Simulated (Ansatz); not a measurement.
Group exchange: C3H6 + CH4S2 → C2H4S + C2H6S

Species: C3H6 (propene) `C=CC`, singlet; CH4S2 (methyl hydrodisulfide) `CSS`, singlet; C2H4S `C=CS`, singlet; C2H6S (dimethyl sulfide) `CSC`, singlet. The partners trade CH3 for SH: C–CH3 and S–SH bonds give way to C–SH and S–CH3.

Shapes, held fixed at every level: PBE0-D4/def2-TZVP. Flexible molecules stand in one conformer, not always the lowest. Programs: Ansatz 0.2.0. Electronic energies: no zero-point or thermal term.

Problem. Estimate ΔE of this reaction.

Solution. The highest level, CCSD(T)/CBS estimate, gives ΔE = +27.4 kJ/mol; the levels span +22.6 to +30.0. The column of differences is taken from that level and isn't an error. No measured value is set beside it here. The CBS estimate extrapolates MP2 from def2-TZVPP and def2-QZVPP and adds CCSD(T) − MP2 in the triple-zeta set, cores frozen. Times are processor times on shared x86 and Arm servers, and rough.

```json
{"level": "HF/def2-TZVPP", "kind": "Hartree–Fock", "ΔE (kJ/mol)": "+30.0", "less CCSD(T)/CBS estimate": "+2.6", "CPU time (sum over the molecules)": "–"}
{"level": "PBE-D4/def2-TZVPP", "kind": "GGA", "ΔE (kJ/mol)": "+28.3", "less CCSD(T)/CBS estimate": "+0.9", "CPU time (sum over the molecules)": "12 s"}
{"level": "wB97M-V/def2-TZVPP", "kind": "range-separated hybrid", "ΔE (kJ/mol)": "+28.3", "less CCSD(T)/CBS estimate": "+0.9", "CPU time (sum over the molecules)": "44 s"}
{"level": "wB97X-V/def2-TZVPP", "kind": "range-separated hybrid", "ΔE (kJ/mol)": "+26.2", "less CCSD(T)/CBS estimate": "-1.2", "CPU time (sum over the molecules)": "35 s"}
{"level": "B2PLYP/def2-TZVPP", "kind": "double hybrid", "ΔE (kJ/mol)": "+27.2", "less CCSD(T)/CBS estimate": "-0.2", "CPU time (sum over the molecules)": "23 s"}
{"level": "MP2/def2-TZVPP", "kind": "perturbation theory", "ΔE (kJ/mol)": "+22.6", "less CCSD(T)/CBS estimate": "-4.8", "CPU time (sum over the molecules)": "–"}
{"level": "CCSD(T)/def2-TZVPP", "kind": "coupled cluster or CI", "ΔE (kJ/mol)": "+24.4", "less CCSD(T)/CBS estimate": "-3.0", "CPU time (sum over the molecules)": "2.4 min"}
{"level": "CCSD(T)/CBS estimate", "kind": "coupled cluster or CI", "ΔE (kJ/mol)": "+27.4", "less CCSD(T)/CBS estimate": "0.0", "CPU time (sum over the molecules)": "3.5 min"}
```
